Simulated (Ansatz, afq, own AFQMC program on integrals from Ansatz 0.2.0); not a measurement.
HfCl, doublet → HfCl⁺, singlet

```xyz
2

Hf    0.0000    0.0000    0.0000
Cl    0.0000    0.0000    2.3043
```

E(singlet, charge +1) − E(doublet, charge +0) at this geometry, on ROHF and RHF determinants.

Basis def2-SVP with its core potentials. Noble-gas cores (and the filled d shells of Ga–Kr and In–Xe) are frozen. Integrals, coupled cluster, full CI and functionals: Ansatz 0.2.0; the random walks run on the same integrals in our own AFQMC program. ph-AFQMC/CISD is guided by a CISD state made of CCSD amplitudes; releasing the constraint for a short imaginary time cuts its bias at the price of noise, slowly where states lie close. Error bars are statistical, one sigma. No spin–orbit coupling. The metal's outer-core s and p shells are frozen, which shifts wave-function levels against functionals. The errors of all members are added in quadrature.

No full CI on the walks' own integrals is used here; CCSDT(Q) serves as the reference and is uncertain by about the last step of the cluster series. Each member takes its own surest rung, up to full CI.

Errors are counted within def2-SVP, not against nature.

Cautions: no spin-orbit coupling; outer-core shells of the metal frozen; HfCl (doublet): a spin-contaminated unrestricted determinant lies lower (UHF 202 meV lower, ⟨S²⟩ 1.09), the released energies have errors that jump between times, so the bars are unsure, so no released level is given (meV from the phaseless value at times in 1/Eh: -12 ± 3 at 0.60, 10 ± 27 at 1.20, -19 ± 4 at 2.00, -23 ± 8 at 3.00, -35 ± 6 at 4.20), though the last usable value meets CCSDT(Q) within the noise, CCSDT(Q) on the UHF determinant differs (32 meV lower), perhaps since the unrestricted series falls towards higher spin, its ph-AFQMC/CISD value lies 27 ± 4 meV above CCSDT(Q); HfCl⁺ (singlet): restricted determinant unstable towards unrestricted (UHF 609 meV lower, ⟨S²⟩ 0.91), its ph-AFQMC/CISD value lies 29 ± 3 meV above CCSDTQ.

Reference (CCSDT(Q)): 6.579 eV.

| level | vertical ionization energy (eV) | error against CCSDT(Q) (eV) |
| --- | --- | --- |
| HF | 6.651 | 0.072 |
| MP2 | 6.688 | 0.109 |
| CCSD | 6.647 | 0.068 |
| CCSD(T) | 6.577 | -0.002 |
| CCSDT | 6.579 | 0.000 |
| ph-AFQMC/CISD | 6.581 ± 0.005 | 0.002 ± 0.005 |

Correlation beyond CCSD(T) adds 0.002 eV. The perturbative (T) step is worth −0.070 eV.

A walk keeps the symmetry of its determinant, which the program's search chose and which needn't be the lowest solution, so a lower state of the same spin and another symmetry isn't excluded.
